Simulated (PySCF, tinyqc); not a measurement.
Inside a calculation. Method: FCI on RHF in the sto-3g basis, frozen core, for LiH, spin multiplicity 1. The lowest restricted solution is unstable here: a spin-polarised one lies 0.0072 hartree lower (PySCF). One step of it, computed by the program tinyqc.

Problem. Orthogonalisation. S = U s U^T; symmetric (Loewdin) form X = U s^(-1/2) U^T, so that X^T S X = 1.

overlap S, order 1Li 1s, 1Li 2s, 1Li 2px, 1Li 2py, 1Li 2pz, 2H 1s:
```
[[1.000000, 0.241137, 0.000000, 0.000000, 0.000000, 0.015789],
 [0.241137, 1.000000, 0.000000, 0.000000, 0.000000, 0.246988],
 [0.000000, 0.000000, 1.000000, 0.000000, 0.000000, 0.000000],
 [0.000000, 0.000000, 0.000000, 1.000000, 0.000000, 0.000000],
 [0.000000, 0.000000, 0.000000, 0.000000, 1.000000, 0.360700],
 [0.015789, 0.246988, 0.000000, 0.000000, 0.360700, 1.000000]]
```

Give: eigenvalues of S; X.

Solution.

eigenvalues of S: [0.5426, 0.8067, 1.0000, 1.0000, 1.1828, 1.4679]

X, order 1Li 1s, 1Li 2s, 1Li 2px, 1Li 2py, 1Li 2pz, 2H 1s:
```
[[1.0234, -0.1292, 0.0000, 0.0000, -0.0057, 0.0179],
 [-0.1292, 1.0512, 0.0000, 0.0000, 0.0402, -0.1449],
 [0.0000, 0.0000, 1.0000, 0.0000, 0.0000, 0.0000],
 [0.0000, 0.0000, 0.0000, 1.0000, 0.0000, 0.0000],
 [-0.0057, 0.0402, 0.0000, 0.0000, 1.0570, -0.2060],
 [0.0179, -0.1449, 0.0000, 0.0000, -0.2060, 1.0843]]
```
